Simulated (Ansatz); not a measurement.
Rock-salt RbBr, treated with PBE0 (PAW; Ansatz, a first-principles code).

Settings: plane-wave cutoff 520 eV, 6×6×6 k mesh, scalar-relativistic PAW data made under PBE.

Computed at the level's own relaxed cell.

```yaml
crystal:
  lattice:
    - [0.00000, 3.48543, 3.48543]
    - [3.48543, 0.00000, 3.48543]
    - [3.48543, 3.48543, 0.00000]
  atoms:
    - { symbol: Rb, position: [0.00000, 0.00000, 0.00000] }
    - { symbol: Br, position: [0.50000, 0.50000, 0.50000] }
```

Q: Give the elastic tensor (Voigt notation, GPa, ions relaxed, in the Cartesian axes of the cell as printed).

A: 
```
   29.0     4.3     4.3     0.0     0.0     0.0
    4.3    29.0     4.3     0.0     0.0     0.0
    4.3     4.3    29.0     0.0     0.0     0.0
    0.0     0.0     0.0     4.3     0.0     0.0
    0.0     0.0     0.0     0.0     4.3     0.0
    0.0     0.0     0.0     0.0     0.0     4.3
```

Measured, for comparison: elastic constant C11 38.6 GPa (4 K, zero-point motion not removed, our sources range from 37.2 to 38.6; as tabulated in X. Wang et al., RSC Advances (2016)); elastic constant C12 4.74 GPa, elastic constant C44 4.08 GPa (4 K, zero-point motion not removed; as tabulated in X. Wang et al., RSC Advances (2016)). Computed (rounded) less measured: elastic constant C11 -25 % (-22 % to -25 % over the range), elastic constant C12 -9 %, elastic constant C44 +5 %.
